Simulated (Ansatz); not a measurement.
One change: `F[SiH2]Cl` becomes `P[SiH2]Cl`.

Ansatz, PBE0-D4/def2-TZVP geometries, multiplicity 1. Each molecule was computed in one conformer, which needn't be the lowest.

| property | `F[SiH2]Cl` |
| --- | --- |
| LUMO energy (PBE0/def2-TZVPP) / eV | 0.05 |
| HOMO–LUMO gap (B3LYP/def2-TZVPP) / eV | 8.85 |
| HOMO energy (B3LYP/def2-TZVPP) / eV | -9.03 |
| size of the dipole moment (B3LYP/def2-TZVPP) / D | 1.32 |
| LUMO energy (ωB97M-V/def2-TZVPP) / eV | 1.84 |
| LUMO energy (B3LYP/def2-TZVPP) / eV | -0.18 |

Q: What does the change do to each property? (An estimate is asked.)

A: The calculation gave: 
| property | `P[SiH2]Cl` | shift |
| --- | --- | --- |
| LUMO energy (PBE0/def2-TZVPP) / eV | -0.15 | -0.20 |
| HOMO–LUMO gap (B3LYP/def2-TZVPP) / eV | 7.33 | -1.52 |
| HOMO energy (B3LYP/def2-TZVPP) / eV | -7.66 | 1.37 |
| size of the dipole moment (B3LYP/def2-TZVPP) / D | 1.55 | 0.23 |
| LUMO energy (ωB97M-V/def2-TZVPP) / eV | 1.71 | -0.13 |
| LUMO energy (B3LYP/def2-TZVPP) / eV | -0.33 | -0.15 |

With PBE0 the HOMO rises by 1.39 eV and the LUMO falls by 0.20 eV, so the gap narrows by about 1.59 eV. PBE moves the HOMO by 1.12 eV and ωB97M-V by 1.54 eV. The zero-point energy changes by 38.5 kJ/mol with +6 modes. Dipoles are sizes alone; their direction can turn.

B3LYP here is the variant with VWN-RPA as its local correlation; programs differ in this.
